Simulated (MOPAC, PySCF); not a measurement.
CHN, SMILES `C#N`, neutral singlet in the gas phase. 

Cartesian coordinates (Å):
```xyz
3

C     -0.0239    -0.1241     0.0000
N      1.0613     0.2723     0.0000
H     -1.0374    -0.4944     0.0000
```
Charge 0, multiplicity 1.

All levels are single points at this geometry (B3LYP-D3(BJ)/def2-SVP); Pople sets use spherical d functions. Orbital energies aren't observables, and empty levels follow the basis.

```json
[
 {"level": "B3LYP-D3(BJ)/def2-TZVP in PySCF", "HOMO (eV)": "-10.11", "LUMO (eV)": "-0.09", "gap (eV)": "10.01", "dipole (D)": "3.04", "vertical IE, Delta-SCF (eV)": "13.66"},
 {"level": "B3LYP/6-311+G** in PySCF", "HOMO (eV)": "-10.16", "LUMO (eV)": "-0.29", "gap (eV)": "9.87", "dipole (D)": "3.07", "vertical IE, Delta-SCF (eV)": "–"},
 {"level": "B3LYP/6-31G* in PySCF", "HOMO (eV)": "-9.77", "LUMO (eV)": "0.59", "gap (eV)": "10.36", "dipole (D)": "2.91", "vertical IE, Delta-SCF (eV)": "13.54"},
 {"level": "SVWN5/6-31G* in PySCF", "HOMO (eV)": "-8.75", "LUMO (eV)": "-0.57", "gap (eV)": "8.17", "dipole (D)": "2.86", "vertical IE, Delta-SCF (eV)": "–"},
 {"level": "AM1 in MOPAC", "HOMO (eV)": "-13.72", "LUMO (eV)": "1.76", "gap (eV)": "15.49", "dipole (D)": "2.38", "vertical IE, Delta-SCF (eV)": "–"},
 {"level": "PM3 in MOPAC", "HOMO (eV)": "-12.60", "LUMO (eV)": "1.47", "gap (eV)": "14.06", "dipole (D)": "2.71", "vertical IE, Delta-SCF (eV)": "–"}
]
```
